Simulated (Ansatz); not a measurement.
We consider rock-salt HfC, described by r²SCAN+rVV10 (Ansatz, an electronic-structure program, plane waves, PAW).

Run with plane-wave cutoff 560 eV, 20×20×20 k mesh, Fermi–Dirac smearing 0.05 eV, scalar-relativistic PAW data made under PBE.

Cell (relaxed at this level):

HfC is modelled in the cubic space group Fm-3m (No. 225), the rock salt structure, Pearson symbol cF8. Cell: a = b = c = 4.6305 Å, α = β = γ = 90.00°. Hf on 4a has 6 C at 2.315 Å (octahedral). C on 4b is surrounded by 6 Hf at 2.315 Å (octahedral). (Neighbours: up to the widest gap in distance over summed covalent radii, below 1.35, at either atom; cation-cation and far metal-metal contacts left out.)
(The calculation used a cell of 2 atoms; values per cell refer to that cell.)

Predict the bulk modulus and pressure derivative B′ of the bulk modulus.


- bulk modulus: 249 GPa
- pressure derivative B′ of the bulk modulus: 3.9

The run finds no gap.

Measured, for comparison: bulk modulus 242 GPa (room temperature, no zero-point or thermal correction, our sources range from 242 to 286; as tabulated in Synthesis of Binary Transition Metal Nitrides, Carbides and Borides from the …). Computed (rounded) less measured: bulk modulus not scored (sources differ).

Spin–orbit coupling is not included.

Static lattice: no zero-point or thermal effects.
